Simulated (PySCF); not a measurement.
Simulated C 1s region for `C[CH2][AlH2]`, binding energy against the vacuum level.

Every computed line was given a Gaussian of 0.7 eV full width at half maximum and an area set by the number of equivalent atoms; the highest printed point is 100. Method: PySCF 2.14.0, delta-SCF UKS SCAN, pcX-2 on the ionised atom, pcseg-1 elsewhere, spin-free X2C.

binding energy (eV), intensity and a bar:
```
    288.8          0 
    288.9          1 
    289.0          3 #
    289.1          7 ##
    289.2         15 ####
    289.3         26 ########
    289.4         43 #############
    289.5         63 ###################
    289.6         81 ########################
    289.7         95 #############################
    289.8        100 ##############################
    289.9         96 #############################
    290.0         88 ##########################
    290.1         80 ########################
    290.2         77 #######################
    290.3         82 ########################
    290.4         90 ###########################
    290.5         98 #############################
    290.6         99 ##############################
    290.7         92 ############################
    290.8         76 #######################
    290.9         57 #################
    291.0         38 ###########
    291.1         22 #######
    291.2         12 ###
    291.3          6 ##
    291.4          2 #
    291.5          1 
    291.6          0
```

Q: Count the maxima, the lines and the sites behind this envelope.

A: The curve has 2 maxima (at 289.8 and 290.6 eV). Under it lie 2 lines from 2 inequivalent carbon sites.

Q: Decompose the envelope and assign each component. Numbering: `[CH3:1][CH2:2][AlH2:3]`.

A: 
| position (eV) | relative area | line | atoms | environment |
| --- | --- | --- | --- | --- |
| 289.78 | 1 | C 1s | C2 | chain CH2 carbon |
| 290.59 | 1 | C 1s | C1 | methyl carbon |

Q: What are the centre and the root-mean-square width of the whole band?

A: The area-weighted mean of the lines is 290.18 eV. Their own spread about it is 0.40 eV (rms) and each Gaussian has σ = 0.7/2.355 = 0.30 eV; the variances add, which gives 0.50 eV.

Q: Above which line width would these two lines show one maximum?

A: Two equal Gaussians merge once their distance is under 2σ = FWHM/1.177. With 0.81 eV between them that is a full width over 0.95 eV.

Lowest listed C 1s: C2, bonded to C, 2 H and Al. Highest, 0.81 eV above it: C1, bonded to C and 3 H. Summing the Pauling electronegativity differences to the bonded atoms, each weighted by its formal bond order, gives -1.64 for the lowest site and -1.05 for the highest.

Shake-up satellites, vibrational structure and lifetime widths aren't simulated. Isolated species at its PBE0-D3(BJ)/def2-SVP geometry (one conformer only).

The run took 35 s wall on an x86-64 server with one thread, shared host.
